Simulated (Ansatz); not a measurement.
Reactions of C$_{2}$H$_{5}$NS, SMILES `C1NCS1`.

Program: Ansatz. Geometries: PBE0-D4/def2-TZVP. ΔE: electronic, gas phase. CCSD(T)/CBS is the MP2 limit (def2-TZVPP, def2-QZVPP) plus CCSD(T) − MP2 in def2-TZVPP, frozen cores. This one scheme is used for every species, atoms too. DFT in def2-TZVPP. No spin–orbit coupling; open shells (•) take unrestricted orbitals. Spin–orbit coupling would lower the free atoms: a little for C, S. One conformer a species, not always the lowest.

| reaction | CCSD(T)/CBS(def2) (kcal/mol) |
| --- | --- |
| `C1NCS1` → `C=C(N)S` | -13.9 |
| `C1NCS1` → 2 C• + 5 H• + N• + S• | 781.6 |
| `C1NCS1` → `C=NCS` | ? |
| `C1NCS1` → `CC(N)=S` | -31.7 |
| `C1NCS1` → `CSC=N` | -17.7 |
| `C1NCS1` → `N=CCS` | -13.3 |
| `C1NCS1` → `N/C=C\S` | ? |

Problem. Fill in the missing values. (Best estimate.)

Solution. Computed: `C1NCS1` → `C=NCS`: -5.3 kcal/mol; `C1NCS1` → `N/C=C\S`: -16.0 kcal/mol.

Largest T1 diagnostic: 0.016, for `CC(N)=S`.
